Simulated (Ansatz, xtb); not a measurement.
## Loss of CH4: C2H6O → H2CO + CH4

Species: C2H6O (dimethyl ether) `COC`, singlet; H2CO (formaldehyde) `C=O`, singlet; CH4 (methane) `C`, singlet. 

Shapes, held fixed at every level: PBE0-D4/def2-TZVP. Programs: Ansatz 0.2.0, xtb 6.7.1. The zero-point and thermal change to 298 K, harmonic and unscaled (PBE0-D4/def2-TZVP), is -15.8 kJ/mol.

Problem. Estimate ΔH(298 K) of this reaction.

Solution. The highest level, CCSD(T)/CBS estimate, gives ΔH(298 K) = +1.6 kJ/mol; the levels span -9.6 to +83.4. That is about zero within the method's error. They disagree on the sign: 8 of 9 are positive. GFN2-xTB strays far from the other rows. The column of differences is taken from that level and isn't an error. No measured value is set beside it here. The CBS estimate extrapolates MP2 from def2-TZVPP and def2-QZVPP and adds CCSD(T) − MP2 in the triple-zeta set, cores frozen. Times are processor times on shared x86 and Arm servers, and rough.

| level | kind | ΔH(298 K) (kJ/mol) | less CCSD(T)/CBS estimate | CPU time (sum over the molecules) |
| --- | --- | --- | --- | --- |
| GFN2-xTB | semi-empirical | +83.4 | +81.8 | 0.095 s |
| r2SCAN-D4/def2-TZVPP | meta-GGA | +7.3 | +5.7 | 11 s |
| BHLYP-D4/def2-TZVPP | global hybrid | +8.7 | +7.1 | 5.8 s |
| r2SCAN0-D4/def2-TZVPP | global hybrid | +16.3 | +14.7 | 9.8 s |
| wB97M-V/def2-TZVPP | range-separated hybrid | +4.4 | +2.8 | 20 s |
| wB97X-V/def2-TZVPP | range-separated hybrid | +10.4 | +8.8 | 15 s |
| MP2/def2-TZVPP | perturbation theory | +0.3 | -1.3 | – |
| CCSD(T)/def2-SVP | coupled cluster or CI | -9.6 | -11.2 | 4.2 s |
| CCSD(T)/CBS estimate | coupled cluster or CI | +1.6 | 0.0 | 2 min |
